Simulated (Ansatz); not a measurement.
Molecule (SMILES): [CH]=O (CH-O), doublet.
Atoms: C1, O2, H3. Bonds: C1-O2, C1-H3.

Basis-set convergence of the lowest harmonic wavenumber at B3LYP with Ansatz (a program for electronic structure). Each level at its own minimum, finite differences of forces, unscaled; the reference is a large set that could be run, not a limit. All functions are spherical. The program fits the integrals of some runs and decomposes those of others, by size. Open shells are unrestricted. No added dispersion term, no relativity. Reference: the value in def2-QZVPPD, 1105 cm⁻¹, itself unsure by roughly 1 cm⁻¹ (its mean distance from pcseg-3, def2-QZVPP, cc-pVQZ). Deviations are taken from unrounded values.

```tsv
basis	functions
def2-SV(P)	30
def2-SVP	33
def2-SVPD	51
def2-TZVP	68
def2-TZVPP	76
def2-TZVPD	86
def2-TZVPPD	94
def2-QZVPP	144
def2-QZVPPD	162
```

### Question
Which is the smallest def2 set listed that can be trusted to 10 cm⁻¹ here, that is, within that of the reference together with its larger relatives (same family, alike in diffuse functions; a set with none to test it counts only in the reference's own line)?

### Answer
The smallest set listed that lies within 10 cm⁻¹ of the reference with all its larger relatives (same family, alike in diffuse functions; a set with none counts only in the reference's own line) is def2-SVP (33 functions, 5 cm⁻¹ off). Value minus reference: def2-SV(P) 17, def2-SVP 5, def2-SVPD -6, def2-TZVP 3, def2-TZVPP 2, def2-TZVPD -3, def2-TZVPPD -2, def2-QZVPP 1, def2-QZVPPD 0 cm⁻¹.
